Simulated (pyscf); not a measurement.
Elementary routes open to HN=Si(Cl)–Cl (SMILES N=[Si](Cl)Cl) + H₂ (SMILES [H][H]) in the gas phase (singlet surface):
A. H₂N–SiH(Cl)–Cl (SMILES N[SiH](Cl)Cl) (H–H broken; H–N, H–Si formed)
B. Cl–Si:–Cl (SMILES Cl[Si]Cl) [singlet] + NH₃ (SMILES N) (N–Si, H–H broken; H–N, H–N formed)

Optimised with ωB97X-D3(BJ)/def2-SVP in PySCF.

Task: Rank the routes by free-energy barrier at 900 K, lowest first, for ωB97M-D3(BJ)/def2-TZVP energies (ideal gas, 1 atm, RRHO with modes under 100 cm⁻¹ raised to 100, one conformer, R ln 2 for chiral ones without a mode under 150 cm⁻¹).

Result: A (44.8 kcal/mol), B (79.1 kcal/mol)

Route A is the fastest of these, ahead of the next by 34.3 kcal/mol. The most stable products are those of A (ΔG = -32.9 kcal/mol), so kinetics and thermodynamics agree. At 298 K A is still the fastest. B: On the product side the descent ends in an adduct with a N–Si contact, 26.0 kcal/mol under the separated species and 94.9 kcal/mol under the saddle at ωB97X-D3(BJ)/def2-TZVP. Only these routes are compared; each barrier is that of the saddle found, and lower ones may exist. A restricted solution here is unstable towards spin polarisation, so biradical character is likely and single-reference numbers are less safe.
